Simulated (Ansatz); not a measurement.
**H₂O₂+ (doublet): from Hartree-Fock to the top rungs, def2-QZVPP**

An exercise on one series of results from a longer session: the logs are not shown, and one member is left open.

Computed with Ansatz 0.2.0, Gaussian basis. Level: def2-QZVPP, core rule «outside noble gas», up to 2 orbitals frozen.

To be run: UHF; ROHF; CCSD(T) on UHF.

2 further runs of the same task are left out: 2 set aside as unsound or not needed. Runs told in other sessions of the task aren't counted.

## What is computed

The geometry is a PBE0/def2-TZVP stationary point (not a proven minimum) of the parent state, kept for this charge and spin.

4 atoms, charge 1, spin multiplicity 2.

Atoms are counted from 1 here; the program's logs count them from 0.

Bond lengths: O1–H3 0.969 Å, O2–H4 0.969 Å.

The first run:

File in.yaml:

```yaml
crystal:
  periodic: [false, false, false]
  atoms:
    - {symbol: O, position_ang: [0.000000, -0.114833, 0.934723]}
    - {symbol: O, position_ang: [0.000000, 0.114833, -0.934723]}
    - {symbol: H, position_ang: [0.000000, 0.851694, 1.008223]}
    - {symbol: H, position_ang: [0.000000, -0.851694, -1.008223]}
basis:
  gaussian: {orbitals: "def2-QZVPP.json"}
total_charge: 1
magnetization: {spin_polarized: true, initial_magnetization: 1}
hamiltonian: {xc: hf}
output: {orbitals: {seedname: orbitals}}
```

Started as:

```bash
> ansatz run in.yaml --threads 1 --pin off --events-out ev --progress --plain --max-ram 2393MiB
```

Among the steps run: UHF; ROHF; CCSD(T) on UHF.

One of the session's tables, all rows but one given; the rest of the session is left out.

It belongs to the step «Misses and costs». 

```
  method  from UCCSD(T) (kJ/mol)
    ROHF                       ?
    UMP2                  +242.3
   UCCSD                   +92.5
UCCSD(T)                       0
```

Estimate the missing values for ROHF.

As computed: from UCCSD(T) (kJ/mol): +1399.6. In the column «from UCCSD(T) (kJ/mol)» it is the highest.

Left out of the table: UHF (another determinant or state than the rows shown).

The program flags UCCSD(T) as in doubt (see the logs), so the zero of the table is itself unsure.

Limits of these values: The determinant of HF (⟨S²⟩ 1.54) is far from a pure spin state, so its energy mixes those of several spin states; that is harmless only where they are near-degenerate. The determinant of CCSD(T) (⟨S²⟩ 1.63) is far from a pure spin state, so its energy mixes those of several spin states; high orders of coupled cluster remove much of that, low ones don't. The report flags that the cluster equations may have other roots. The program flags UCCSD(T) as in doubt, so the zero of the table is itself unsure. Warnings: spin contamination; coupled cluster took another determinant than the lowest.
